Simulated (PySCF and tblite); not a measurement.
Values are calculated unless marked as measured or tabulated.
System: C₄H₁₀OS, numbered as in [CH3:1][CH:2]([CH3:3])[S@:4]([CH3:5])=[O:6].

For the rotation about the C2–S4 bond (torsion C1–C2–S4–C5 from 68° to -65°, falling): electronic barrier 4.50 kcal/mol, zero-point change 0.15 kcal/mol, thermal and entropy terms at 298.15 K a further 0.71 kcal/mol (symmetry numbers apart). The minimum is C1, the saddle C1. The path came from a restrained scan, a climbing-image band and a saddle search at GFN2-xTB; energies are PBE0/pcSseg-1 + D3(BJ), IEF-PCM dimethylsulfoxide//GFN2-xTB, thermal terms GFN2-xTB. Rate constants are transition-state-theory values, counting equivalent paths, without tunnelling. Run with tblite and PySCF.

(1) How many equivalent paths lead out of the minimum?

(2) Work out the rate at 298.15 K.

## Answers

(1) 1: the symmetry number of the minimum is 1, that of the saddle displaced along its mode 1.

(2) ΔG‡ = 5.36 kcal/mol; k_B T/h = 6.2×10¹² s⁻¹; exp(−ΔG‡/RT) = 0.00012; times 1 gives k = 7.3×10⁸ s⁻¹. Wigner's tunnelling factor for the 77i cm⁻¹ mode would be 1.01.
